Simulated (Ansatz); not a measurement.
# CH4OSi: single points off equilibrium

How do the functionals fare away from a minimum? The structure is a displaced guess of a reacting structure.

The runs use Ansatz 0.2.0, Gaussian basis; single points in def2-TZVPP.

Cores are frozen in the correlated methods.

## Step 1: The system as given

7 atoms, charge 0, spin multiplicity 1.

Atoms are counted from 1 here; the program's logs count them from 0.

Bond lengths: Si2–C3 1.713 Å, Si2–H6 1.461 Å, Si2–H7 1.478 Å, C3–H4 1.052 Å, C3–O5 1.478 Å. Angles: C3–Si2–H6 125.1°, C3–Si2–H7 123.8°, H6–Si2–H7 109.4°, Si2–C3–H4 147.7°, Si2–C3–O5 102.7°, H4–C3–O5 109.0°.

Coordinates:

```xyz
7

H    -0.97640   -0.45620    0.89420
Si    0.70350   -0.49710   -0.05290
C    -0.32020    0.79830   -0.50930
H    -0.49770    1.60460   -1.16120
O    -1.54090    0.54300    0.28450
H     0.50070   -1.35980    1.10810
H     2.07650   -0.68220   -0.56820
```

## Step 2: CCSD(T)/def2-TZVPP

run/in.yaml

```yaml
crystal:
  periodic: [false, false, false]
  atoms:
    - {symbol: H, position_ang: [-0.976400, -0.456200, 0.894200]}
    - {symbol: Si, position_ang: [0.703500, -0.497100, -0.052900]}
    - {symbol: C, position_ang: [-0.320200, 0.798300, -0.509300]}
    - {symbol: H, position_ang: [-0.497700, 1.604600, -1.161200]}
    - {symbol: O, position_ang: [-1.540900, 0.543000, 0.284500]}
    - {symbol: H, position_ang: [0.500700, -1.359800, 1.108100]}
    - {symbol: H, position_ang: [2.076500, -0.682200, -0.568200]}
basis:
  gaussian: {orbitals: def2-TZVPP}
correlation: {method: ccsd_t}
output: {forces: true}
```

No record of the launch command was kept for these runs.

## Step 3: PBE0-D4/def2-TZVPP

run/in.yaml, as its differences from that of step 2:

```diff
@@ -12,3 +12,3 @@
   gaussian: {orbitals: def2-TZVPP}
-correlation: {method: ccsd_t}
-output: {forces: true}
+hamiltonian: {xc: pbe0, dispersion: d4}
+output: {forces: true, orbitals: {seedname: orbitals}}
```

## Step 4: wB97M-V/def2-TZVPP

run/in.yaml, as its differences from that of step 3:

```diff
@@ -12,3 +12,3 @@
   gaussian: {orbitals: def2-TZVPP}
-hamiltonian: {xc: pbe0, dispersion: d4}
-output: {forces: true, orbitals: {seedname: orbitals}}
+hamiltonian: {xc: {name: wB97M-V}}
+output: {forces: true}
```

## Step 5: r2SCAN-D4/def2-TZVPP

run/in.yaml, as its differences from that of step 4:

```diff
@@ -12,3 +12,3 @@
   gaussian: {orbitals: def2-TZVPP}
-hamiltonian: {xc: {name: wB97M-V}}
+hamiltonian: {xc: r2scan, dispersion: d4}
 output: {forces: true}
```

## Step 6: PBE-D4/def2-TZVPP

run/in.yaml, as its differences from that of step 5:

```diff
@@ -12,3 +12,3 @@
   gaussian: {orbitals: def2-TZVPP}
-hamiltonian: {xc: r2scan, dispersion: d4}
+hamiltonian: {xc: pbe, dispersion: d4}
 output: {forces: true}
```

## Step 7: r2SCANh-D4/def2-TZVPP

run/in.yaml, as its differences from that of step 6:

```diff
@@ -12,3 +12,3 @@
   gaussian: {orbitals: def2-TZVPP}
-hamiltonian: {xc: pbe, dispersion: d4}
+hamiltonian: {xc: {name: r2SCANh}, dispersion: d4}
 output: {forces: true}
```

## Step 8: B97M-V/def2-TZVPP

run/in.yaml, as its differences from that of step 7:

```diff
@@ -12,3 +12,3 @@
   gaussian: {orbitals: def2-TZVPP}
-hamiltonian: {xc: {name: r2SCANh}, dispersion: d4}
+hamiltonian: {xc: {name: B97M-V}}
 output: {forces: true}
```

(Steps that only read results are left out.)

**Question.** What will these runs give? Wanted: energy less free atoms, CCSD(T)/def2-TZVPP; RMS force component; RMS force error; HOMO and LUMO, PBE0-D4; T1 diagnostic.

The runs gave:

| quantity | value |
| --- | --- |
| energy less free atoms, CCSD(T)/def2-TZVPP | -20.981 eV |
| RMS force component | 1.837 to 2.092 eV/Å over the methods |
| RMS force error | PBE0-D4 0.285, wB97M-V 0.273, r2SCAN-D4 0.201, PBE-D4 0.268, r2SCANh-D4 0.232, B97M-V 0.225 eV/Å |
| HOMO and LUMO, PBE0-D4 | -5.91 and -1.63 eV |
| T1 diagnostic | 0.020 |

What this shows: Against CCSD(T) the functionals' energies less atoms differ by -1.473 to -0.474 eV, PBE-D4 by -1.473 eV. The reference is not at the basis limit: in triple zeta CCSD(T) underbinds, which counts against methods that bind more; the gaps are no ranking. On forces the order runs from r2SCAN-D4 to PBE0-D4. The restricted Hartree–Fock reference is unstable towards an unrestricted one at one or more of these structures.
